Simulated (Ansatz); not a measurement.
# AlClH2O: a dynamics run in two tries

Aim: a short trajectory for this system.

Program: Ansatz 0.2.0. Level of theory: RKS B3LYP-D4/6-31G. These are calculated values, not measurements.

## Step 1: The structure to begin with

Bond lengths: Al1–H2 1.642 Å, Al1–O3 1.687 Å, O3–H4 0.959 Å, Al1–Cl5 0.180 Å, O3–Cl5 1.586 Å. Angles: H2–Al1–O3 123.4°, H2–Al1–Cl5 85.7°, O3–Al1–Cl5 53.4°, Al1–O3–H4 153.7°, Al1–O3–Cl5 5.2°, H4–O3–Cl5 156.1°, Al1–Cl5–O3 121.4°.

Coordinates:

```xyz
5

Al   -0.0033   -0.0727    0.1195
H    -0.1007    0.2956    1.7166
O     1.4471   -0.4334   -0.6629
H     1.9796   -0.6391   -1.4329
Cl    0.1467    0.0273    0.1195
```

## Step 2: First try

File input.yaml:

```yaml
crystal:
  periodic: [false, false, false]
  atoms:
    - { symbol: Al, position_ang: [-0.003265, -0.072738, 0.119547] }
    - { symbol: H, position_ang: [-0.100663, 0.295554, 1.716584] }
    - { symbol: O, position_ang: [1.44709, -0.43343, -0.662922] }
    - { symbol: H, position_ang: [1.979586, -0.639108, -1.432906] }
    - { symbol: Cl, position_ang: [0.146735, 0.027262, 0.119547] }
basis:
  gaussian: { orbitals: "6-31G" }
hamiltonian:
  xc: b3lyp
  dispersion: d4
md:
  timestep: 0.25
  n_steps: 25
  ensemble: nve
  temperature: 1000.0
  initial_velocities: maxwell_boltzmann
  seed: 883630
```

Command:

```bash
$ ansatz run input.yaml --threads 1 --pin off --max-ram 2048MiB --backend cpu --events-out ev --progress --plain --runs-dir out
```

**Question.** What will these runs give? Wanted: first try.

**Answer**, as computed:

```
 quantity                                                             value
first try                                                           timeout
    cause  the last atom was put 0.18 Å from the first, almost on top of it
```

The program did not catch the first fault at the input check, so it cost a run.
